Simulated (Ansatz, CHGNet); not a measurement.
## Ladder of methods for the elastic constant C13 of hcp Zr

Reference value: 64.6 GPa (measured, 4 K, no zero-point or thermal correction; as tabulated in Clouet (2012), arXiv:1210.1082).

Q: Put these levels in order of the elastic constant C13 that they give for hcp Zr, smallest first: CHGNet-r²SCAN (CHGNet), PBE (Ansatz, a quantum-chemistry and plane-wave program), PBEsol (Ansatz).

A: PBE (66.1 GPa), PBEsol (72.4 GPa), CHGNet-r²SCAN (81.7 GPa)

Unless a cell is named, each level is at its own relaxed cell (CHGNet-r²SCAN 23.38, PBE 23.39, PBEsol 22.46 Å³/atom).

Differences against the reference: CHGNet-r²SCAN +26 %, PBE +2.3 %, PBEsol +12.1 %.

The reference has no zero-point or thermal correction, while the calculations are for a static lattice, so the differences are not the levels' errors alone.  Each level is taken at its own relaxed cell. Ansatz's density-functional and Hartree–Fock values are scalar-relativistic unless marked +SOC, with PAW data made under PBE.

Machine-learned potentials (CHGNet-r²SCAN) are trained on DFT data, which may include these solids.

Differences are worked out from the printed values.
